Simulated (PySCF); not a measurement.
Shieldings and the share of exact exchange

Molecule: `C=C[S@@](C)=O`, C3H6OS.

Molfile (atoms numbered from 1):
```
C3H6OS
     RDKit          3D

 11 10  0  0  0  0  0  0  0  0999 V2000
   -1.9228   -0.0568   -0.0818 C   0  0  0  0  0  0  0  0  0  0  0  0
   -0.8454   -0.0641    0.6957 C   0  0  0  0  0  0  0  0  0  0  0  0
    0.5126    1.0252    0.2497 S   0  0  0  0  0  4  0  0  0  0  0  0
    1.7304   -0.2923   -0.0485 C   0  0  0  0  0  0  0  0  0  0  0  0
    0.1786    1.6013   -1.0958 O   0  0  0  0  0  0  0  0  0  0  0  0
   -1.9162    0.5676   -0.9831 H   0  0  0  0  0  0  0  0  0  0  0  0
   -2.8062   -0.6554    0.1529 H   0  0  0  0  0  0  0  0  0  0  0  0
   -0.7399   -0.6230    1.6316 H   0  0  0  0  0  0  0  0  0  0  0  0
    1.3346   -0.9429   -0.8403 H   0  0  0  0  0  0  0  0  0  0  0  0
    2.6480    0.2078   -0.3872 H   0  0  0  0  0  0  0  0  0  0  0  0
    1.9244   -0.8528    0.8774 H   0  0  0  0  0  0  0  0  0  0  0  0
  1  2  2  0
  2  3  1  0
  3  4  1  6
  3  5  2  0
  1  6  1  0
  1  7  1  0
  2  8  1  0
  4  9  1  0
  4 10  1  0
  4 11  1  0
M  END
```

GIAO shieldings (ppm, equivalent atoms averaged) in PySCF 2.14.0 with density-fitted response routines on the PBE0-D3(BJ)/def2-SVP geometry, basis pcSseg-2, gas phase, non-relativistic:

| functional | exact exchange (%) | σ(C2) | σ(S3) | σ(O5) |
| --- | --- | --- | --- | --- |
| BLYP | 0 | 13.2 | 121.5 | 252.0 |
| BP86 | 0 | 18.8 | 143.3 | 262.0 |
| PBE | 0 | 18.4 | 149.3 | 261.0 |
| B3LYP | 20 | 18.7 | 143.6 | 270.4 |
| mPW1PW91 | 25 | 24.8 | 170.7 | 282.9 |
| BHandHLYP | 50 | 26.9 | 178.1 | 292.2 |
| HF | 100 | 41.9 | 242.2 | 322.4 |

Task: Fit each shielding as a line in the percentage of exact exchange.

Result: σ(C2) = 16.4 + 0.25 x (rms 2.3 ppm); σ(S3) = 135.7 + 1.02 x (rms 10.6 ppm); σ(O5) = 259.6 + 0.64 x (rms 4.2 ppm). The functionals also differ in their semilocal parts, which the line can't hold; Hartree–Fock has no correlation at all.

Task: What does the line predict for PBE0 (25 %), and what does the run give?

Result: σ(C2): 22.6 predicted, 25.3 computed; σ(S3): 161.2 predicted, 176.0 computed; σ(O5): 275.6 predicted, 282.9 computed ppm.
